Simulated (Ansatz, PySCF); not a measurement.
This PySCF input computes a BLYP/def2-TZVPD energy:

```python
from pyscf import gto, scf, dft

mol = gto.M(
    atom='''
    C    -0.00042255   -0.00054284    0.66960135
    C     0.00042255    0.00054284   -0.66960135
    Cl    0.00445506    1.45010322    1.59085632
    Cl   -0.00646139   -1.45268069    1.58849617
    Cl   -0.00445506   -1.45010322   -1.59085632
    Cl    0.00646139    1.45268069   -1.58849617
    ''',
    basis='def2-tzvpd',
    charge=0,
    spin=0,
    verbose=4,
)

mf = dft.RKS(mol, xc='blyp').density_fit(auxbasis='def2-universal-jkfit')
mf.grids.level = 3
mf.conv_tol = 1e-9
mf.max_cycle = 100
mf.max_memory = 1500
mf.kernel()
if not mf.converged:
    mf = mf.newton()
    mf.kernel(mf.make_rdm1())
mf.analyze()
```

Write an input for the same energy in Ansatz (an electronic-structure program) and say what it gives.


Ansatz 0.2 input:
```yaml
crystal:
  periodic: [false, false, false]
  atoms:
    - {symbol: C, position_ang: [-0.00042255, -0.00054284, 0.66960135]}
    - {symbol: C, position_ang: [0.00042255, 0.00054284, -0.66960135]}
    - {symbol: Cl, position_ang: [0.00445506, 1.45010322, 1.59085632]}
    - {symbol: Cl, position_ang: [-0.00646139, -1.45268069, 1.58849617]}
    - {symbol: Cl, position_ang: [-0.00445506, -1.45010322, -1.59085632]}
    - {symbol: Cl, position_ang: [0.00646139, 1.45268069, -1.58849617]}
basis:
  gaussian:
    orbitals: def2-TZVPD
hamiltonian:
  xc: {name: BLYP}
output: {forces: true}
```
It gives -1917.02702 Eh, and PySCF -1917.02709 Eh, a difference of 0.07 mEh, from the treatment of integrals and grids.
